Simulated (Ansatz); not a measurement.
A made-up structure of Si₂NH₆ (charge -1), closed shell:

```json
{"atom": "Si1", "x (Å)": "-0.5324", "y (Å)": "0.8562", "z (Å)": "-0.7468"}
{"atom": "N2", "x (Å)": "0.5820", "y (Å)": "0.1459", "z (Å)": "-0.3193"}
{"atom": "Si3", "x (Å)": "0.6672", "y (Å)": "-0.8225", "z (Å)": "0.6728"}
{"atom": "H4", "x (Å)": "-1.7265", "y (Å)": "-0.0136", "z (Å)": "-1.3927"}
{"atom": "H5", "x (Å)": "0.0923", "y (Å)": "1.6889", "z (Å)": "-1.7669"}
{"atom": "H6", "x (Å)": "-1.2603", "y (Å)": "1.7838", "z (Å)": "0.3552"}
{"atom": "H7", "x (Å)": "2.0937", "y (Å)": "-1.1126", "z (Å)": "0.6011"}
{"atom": "H8", "x (Å)": "-0.1873", "y (Å)": "-2.1680", "z (Å)": "0.4298"}
{"atom": "H9", "x (Å)": "0.2713", "y (Å)": "-0.3581", "z (Å)": "2.1668"}
```

It is relaxed with PBE-D4/def2-SVPD and then PBE0-D4/def2-TZVPD (Ansatz 0.2.0). Atoms count as bonded within 1.22 times the sum of their covalent radii (H–H: 0.88 Å). The end point is not checked to be a true minimum.

Question: Does its bonding change? (A judgement: the text doesn't fix the answer.)

Answer: By the calculation: Yes. Formed: none; broken: Si1–Si3.

Where it ends: The first stage lowers the energy by 5.81 eV in 7 steps. It ends as Si₂NH₆ ([SiH3][N][SiH3]), total charge -1:
Si1  (-0.677, 1.052, -0.910)
N2  (0.543, 0.139, -0.294)
Si3  (0.803, -1.020, 0.842)
H4  (-1.834, 0.315, -1.567)
H5  (-0.226, 1.995, -2.003)
H6  (-1.403, 1.982, 0.049)
H7  (2.246, -1.465, 0.923)
H8  (0.061, -2.336, 0.675)
H9  (0.487, -0.662, 2.286)
(Å)

Labels in which every atom is bracketed show which atoms are joined, not bond orders.

For scale, one of the runs: PBE0-D4/def2-TZVPD relaxation, 177 basis functions, launched by `ansatz run in.yaml --threads 2 --pin off --events-out ev --progress --plain --max-ram 4352MiB`. Hardware: 2 CPU threads of an Arm Neoverse V2, shared host. Wall time about 27 s.
